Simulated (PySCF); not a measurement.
`C(CC(C)C)Cl`, C$_{5}$H$_{11}$Cl

Geometry (Å), atoms numbered from 1 in this order:
```xyz
17

C    -0.6186    1.5376    0.6780
C    -0.5413    0.5479   -0.4784
C    -1.7748   -0.3453   -0.5279
C     0.7256   -0.3083   -0.4326
C     2.0369    0.4454   -0.3758
Cl    2.2435    1.5650   -1.7626
H    -1.5550    2.1150    0.6367
H    -0.5923    1.0177    1.6511
H     0.2095    2.2620    0.6537
H    -0.5009    1.1295   -1.4164
H    -1.7349   -1.0415   -1.3804
H    -2.6952    0.2509   -0.6248
H    -1.8650   -0.9485    0.3914
H     0.6928   -0.9596    0.4617
H     0.7387   -0.9816   -1.3060
H     2.8907   -0.2450   -0.4033
H     2.1213    1.0577    0.5325
```

Method: quadratic response CAM-B3LYP/def2-TZVPD first hyperpolarisability, Taylor convention, gas phase (PySCF 2.14.0). Geometry: PBE0-D3(BJ)/def2-SVP.

Problem. Give the tensor of the static β(0;0,0) in the axes of these coordinates.

Solution. In au, Taylor convention; rows are the first index (the induced dipole):
|  | xx | yy | zz | xy | xz | yz |
| --- | --- | --- | --- | --- | --- | --- |
| x | +6.4 | +0.5 | -0.2 | -19.8 | +11.7 | +9.7 |
| y | -19.8 | +11.4 | +26.4 | +0.5 | +9.7 | -4.7 |
| z | +11.7 | -4.7 | -17.4 | +9.7 | -0.2 | +26.4 |

Norm of βᵢ = ⅓ Σⱼ (βᵢⱼⱼ + βⱼᵢⱼ + βⱼⱼᵢ): 21.8 au, hyper-Rayleigh value 22.2 au.
